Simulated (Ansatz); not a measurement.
For 1T (CdI2-type) TaSe₂ (undistorted form, which takes a superstructure on cooling), PBEsol-D3(BJ) in Ansatz (plane waves, PAW) gives:

```
Property                       Result
---------------------  --------------
lattice parameter a           3.380 Å
lattice parameter c           5.952 Å
enthalpy of formation  -0.804 eV/atom
```

### Question
What does PBE0 (plane waves, PAW; Ansatz, a quantum-chemistry and plane-wave program) give for the same quantities?

### Answer

- lattice constant a: 3.479 Å (rises by 2.9 %)
- lattice parameter c: 6.824 Å (increases by 15 %)
- formation enthalpy: -0.893 eV/atom (moves by -0.089 eV/atom)

Changes are worked out from the printed values.

Unless a cell is named, each level is at its own relaxed cell (PBEsol-D3(BJ) 19.63, PBE0 23.84 Å³/atom).

Levels without +SOC leave out spin–orbit coupling, which shifts energies and cells of such heavy elements.

Caveats: the cell comes from a level without a dispersion term, which matters for the spacing of layers, chains or molecules (PBE0); the relaxation could not lower the start's symmetry, so the cell can be a saddle point above a distorted one (PBEsol-D3(BJ), PBE0). Ansatz's density-functional and Hartree–Fock values are scalar-relativistic unless marked +SOC, with PAW data made under PBE.
